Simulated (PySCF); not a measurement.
Consider allyl fluoride, `C=CCF` (C3H5F). Coordinates in Å; atoms count from 1 in this order:
```
C     1.3026    0.3385    0.3245
C     0.3250   -0.0693   -0.4820
C    -1.0976   -0.2212   -0.0611
F    -1.2790    0.0994    1.2559
H     1.0951    0.5894    1.3676
H     2.3311    0.4326   -0.0312
H     0.5298   -0.3218   -1.5293
H    -1.7492    0.4274   -0.6767
H    -1.4332   -1.2632   -0.2212
```

Computed at ωB97X-D3(BJ)/ma-def2-TZVP // PBE0-D3(BJ)/def2-SVP with PySCF (density fitting, grid level 2). The prefix ma- adds one diffuse s and one diffuse p function on all atoms but H. Zero-point and thermal terms (298.15 K, 1 bar) come from unscaled PBE0-D3(BJ)/def2-SVP harmonic frequencies, with soft modes damped to free rotors in the entropy.

**Question.** What are the vertical and the adiabatic ionisation energy for forming the radical cation?

**Answer.** 10.13 eV vertical and 9.86 eV adiabatic, the latter with zero-point energy.

**Question.** Where does the unpaired spin of the relaxed radical cation sit?

**Answer.** C1 (alkene carbon) 0.59, C2 (alkene carbon) 0.33 (intrinsic atomic orbital populations).

**Question.** What oxidation potential follows in acetonitrile (IEF-PCM), given that Fc+/Fc comes at 4.54 V absolute with this functional and basis?

**Answer.** In the gas phase ΔG of oxidation is 9.829 eV, and solvation is -13.3 kJ/mol for the parent and -272.3 kJ/mol for the product, so the absolute potential is 7.15 V, or 2.60 V against Fc+/Fc. Fc+/Fc in acetonitrile, 4.54 V, is ωB97X-D3(BJ)/ma-def2-TZVP on PBE0-D3(BJ)/def2-SVP structures with GFN2-xTB thermal terms. Benchmark calculations put it near 5.0 V in acetonitrile and DMSO, so it is about 0.5 V low, and the value against it can read up to that much too high. The solvent is electrostatics only, on gas-phase structures; the absolute scale refers to an electron at rest in vacuum.

**Question.** How far is −ε(HOMO) from the vertical value by ΔSCF?

**Answer.** −ε(HOMO) = 10.09 eV, which is 0.04 eV below the ΔSCF value.

Differences come from unrounded values, so a last digit can differ from that of the printed terms.
